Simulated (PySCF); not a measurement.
Molecule: SMILES ClC(C(C)C)=O, C4H7ClO.

Geometry:
```csv
atom,x (Å),y (Å),z (Å)
C1,1.847,0.087,0.541
C2,0.939,1.072,1.281
C3,-0.502,1.014,0.797
C4,1.472,2.480,1.151
O5,0.976,3.386,0.578
Cl6,3.045,2.698,2.001
H7,1.478,-0.938,0.690
H8,2.881,0.140,0.907
H9,1.848,0.294,-0.541
H10,0.989,0.837,2.358
H11,-1.140,1.724,1.342
H12,-0.908,0.002,0.941
H13,-0.565,1.263,-0.273
```

Geometry PBE0-D3(BJ)/def2-SVP throughout; GIAO in PySCF, gas phase, one conformer, non-relativistic; equivalent atoms averaged; basis pcSseg-1.

**Question.** How do the shifts δ (against TMS, H2O, HCl at the same level) depend on the functional? (ppm; last column core-seconds on 1 thread of an Arm Neoverse V1, shared host)

**Answer.** 
```
functional                    kind     C4    C2  C1/C3     O5    Cl6   H10  H7/H8/H9/H11/H12/H13  core-s
      WP04           global hybrid  192.6  52.1   21.7  559.9  458.0  2.45                  1.27      11
     B97-2           global hybrid  184.1  48.4   20.6  567.2  438.2  2.43                  1.24      11
 BHandHLYP           global hybrid  188.6  47.5   20.0  600.7  421.9  2.27                  1.24      11
 CAM-B3LYP  range-separated hybrid  190.7  49.1   20.3  599.7  452.1  2.35                  1.22      15
   wB97X-D  range-separated hybrid  187.7  48.5   20.4  587.0  442.9  2.34                  1.23      14
   LC-wPBE  range-separated hybrid  189.0  46.2   19.2  595.0  434.6  2.25                  1.19      22
```

**Question.** Which nucleus moves most, in ppm?

**Answer.** O5 (carbonyl oxygen): from 559.9 ppm with WP04 to 600.7 ppm with BHandHLYP. The smallest spread is 0.07 ppm, at H7/H8/H9/H11/H12/H13. Proton shifts span only some 12 ppm, so a few tenths of a ppm matter as much there as several ppm in carbon.
